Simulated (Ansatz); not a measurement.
A structure relaxed at PBE0-D4/def2-TZVP, charge 0, multiplicity 1:

| atom | x (Å) | y (Å) | z (Å) |
| --- | --- | --- | --- |
| C1 | -0.151 | -0.662 | 1.127 |
| C2 | 0.281 | 0.179 | -0.055 |
| N3 | 0.477 | -0.616 | -1.209 |
| F4 | 1.430 | 0.873 | 0.313 |
| C5 | -0.803 | 1.204 | -0.390 |
| O6 | -0.643 | 2.386 | -0.395 |
| H7 | 0.605 | -1.425 | 1.322 |
| H8 | -0.248 | -0.036 | 2.014 |
| H9 | -1.102 | -1.154 | 0.923 |
| H10 | 1.081 | -1.406 | -1.027 |
| H11 | 0.849 | -0.077 | -1.980 |
| H12 | -1.777 | 0.734 | -0.643 |

Q: Give its formula and SMILES.

A: C3H6FNO, `CC(N)(F)C=O`.

Q: Summarise the bond lengths by kind.

A: 2 × C–C 1.514 to 1.529 Å; 4 × C–H 1.090 to 1.111 Å; 1 × C–N 1.415 Å; 1 × C–F 1.392 Å; 2 × H–N 1.011 to 1.012 Å; 1 × C–O 1.193 Å.

All numbers were calculated with Ansatz.
